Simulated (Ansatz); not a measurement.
`CCC(N)=O` + H₂ → `CC(N)=O` + CH₄ at 298.15 K and 1 bar (hydrogenolysis of a C–C bond).

Gas-phase electronic energies from Ansatz, PBE0-D4/def2-TZVP geometries. CCSD(T)/CBS adds triple-zeta CCSD(T) − MP2 to the extrapolated MP2 energy (def2 sets, frozen cores). This one scheme is used for every species. One conformer a species, not always the lowest.

```csv
species,CCSD(T)/CBS energy (Eh),H − E (kJ/mol),S (J/(mol·K))
`CCC(N)=O`,-248.26562,288.1,333.0
H₂,-1.17544,35.1,130.4
`CC(N)=O`,-209.00436,209.6,305.7
CH₄,-40.46206,127.4,186.2
```

H − E and S are ideal-gas, rigid-rotor, harmonic terms from PBE0-D4/def2-TZVP, for one conformer and one mirror image of each species. The MP2-based limit puts H₂ 0.8 mEh under its directly extrapolated value; such offsets cancel only in part. 1 Eh = 2625.50 kJ/mol, R = 8.31446 J/(mol·K).

Q: By hand: ΔE, ΔH, ΔS and ΔG.

A: ΔE = (-209.00436) + (-40.46206) − (-248.26562) − (-1.17544) = -0.02536 Eh = -66.6 kJ/mol. Δ(H − E) = 209.6 + 127.4 − 288.1 − 35.1 = 13.8, so ΔH = -52.8 kJ/mol. ΔS = 305.7 + 186.2 − 333.0 − 130.4 = 28.5 J/(mol·K). ΔG = -52.8 − 298.15 × (28.5)/1000 = -61.3 kJ/mol.

Q: By hand: the equilibrium constant, and the temperature at which ΔG would vanish if ΔH and ΔS stayed fixed.

A: log₁₀ K = −ΔG/(RT ln 10) = 10.7. ΔH and −TΔS have one sign here, so there is no such temperature.

ΔH outweighs TΔS. A doubt of 5 kJ/mol in ΔE shifts log₁₀ K by 0.9 here. Other conformers and mirror images would add mixing entropy, several J/(mol·K) or more a flexible species. Modes under 60 cm⁻¹, often nearly free rotors, make the harmonic entropy too high. These are equilibria of isolated gas molecules and say nothing of rates. Largest T1 diagnostic: 0.014 (customary marks: 0.02 for closed shells, 0.045 for open ones).
